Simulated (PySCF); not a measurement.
C3H4F2O.
SMILES with atom numbers: `[F:1][CH:2]([F:3])[C@@H:4]1[CH2:5][O:6]1` (hydrogens: H7 on C2; H8 on C4; H9, H10 on C5)

The same species was optimised twice, with GFN2-xTB and with PBE0-D3(BJ)/def2-SVP (PySCF), and the same property calculations (PySCF, gas phase) were run on both structures.

```
     coordinate  GFN2-xTB  PBE0-D3(BJ)/def2-SVP  change
      C2–C4 (Å)     1.514                 1.500  -0.014
      C4–O6 (Å)     1.391                 1.405  +0.014
      C5–O6 (Å)     1.396                 1.409  +0.013
      F1–C2 (Å)     1.358                 1.351  -0.007
      C4–C5 (Å)     1.466                 1.460  -0.006
      C2–F3 (Å)     1.350                 1.348  -0.002
   F1–C2–F3 (°)     106.1                 107.7    +1.6
   C2–C4–O6 (°)     116.7                 115.4    -1.3
   C2–C4–C5 (°)     119.3                 120.4    +1.1
   F3–C2–C4 (°)     110.9                 109.9    -1.0
   C4–O6–C5 (°)      63.5                  62.5    -1.0
   F1–C2–C4 (°)     110.3                 109.5    -0.8
   C4–C5–O6 (°)      58.1                  58.6    +0.5
   C5–C4–O6 (°)      58.5                  58.9    +0.4
F1–C2–C4–C5 (°)       -72                   -90     -18
```

Rotational constants: A = 7176, B = 2651, C = 2098 MHz (GFN2-xTB) against A = 7068, B = 2700, C = 2115 MHz (PBE0-D3(BJ)/def2-SVP). Point groups within 0.08 Å: C1 and C1.

On the GFN2-xTB structure: F1s of F1 (eV) 693.38 [delta-SCF UKS SCAN, pcX-2 on the ionised atom, pcseg-1 elsewhere, spin-free X2C]; C1s of C2 (eV) 295.99 [delta-SCF UKS SCAN, pcX-2 on the ionised atom, pcseg-1 elsewhere, spin-free X2C]; F1s of F3 (eV) 693.44 [delta-SCF UKS SCAN, pcX-2 on the ionised atom, pcseg-1 elsewhere, spin-free X2C]; C1s of C4 (eV) 293.04 [delta-SCF UKS SCAN, pcX-2 on the ionised atom, pcseg-1 elsewhere, spin-free X2C]; C1s of C5 (eV) 292.93 [delta-SCF UKS SCAN, pcX-2 on the ionised atom, pcseg-1 elsewhere, spin-free X2C]; O1s of O6 (eV) 539.41 [delta-SCF UKS SCAN, pcX-2 on the ionised atom, pcseg-1 elsewhere, spin-free X2C].

Problem. What do these properties become on the PBE0-D3(BJ)/def2-SVP structure?

Solution. 
```
      property                                                                            level  on GFN2-xTB  on PBE0-D3(BJ)/def2-SVP  change
F1s of F1 (eV)  delta-SCF UKS SCAN, pcX-2 on the ionised atom, pcseg-1 elsewhere, spin-free X2C       693.38                   693.53   +0.15
C1s of C2 (eV)  delta-SCF UKS SCAN, pcX-2 on the ionised atom, pcseg-1 elsewhere, spin-free X2C       295.99                   296.01   +0.02
F1s of F3 (eV)  delta-SCF UKS SCAN, pcX-2 on the ionised atom, pcseg-1 elsewhere, spin-free X2C       693.44                   693.44    0.00
C1s of C4 (eV)  delta-SCF UKS SCAN, pcX-2 on the ionised atom, pcseg-1 elsewhere, spin-free X2C       293.04                   293.03   -0.01
C1s of C5 (eV)  delta-SCF UKS SCAN, pcX-2 on the ionised atom, pcseg-1 elsewhere, spin-free X2C       292.93                   292.99   +0.06
O1s of O6 (eV)  delta-SCF UKS SCAN, pcX-2 on the ionised atom, pcseg-1 elsewhere, spin-free X2C       539.41                   539.32   -0.09
```

The heavy atoms differ by 0.133 Å rms after alignment. Among bonds between heavy atoms C2–C4, C4–O6 and C5–O6 change most and about equally (-0.014 to +0.014 Å). Changes are differences of the printed values. Neither structure is proved a minimum here.

The values belong to the conformer `[F:1][CH:2]([F:3])[C@@H:4]1[CH2:5][O:6]1`: F1–C2–C4–C5 -90°.
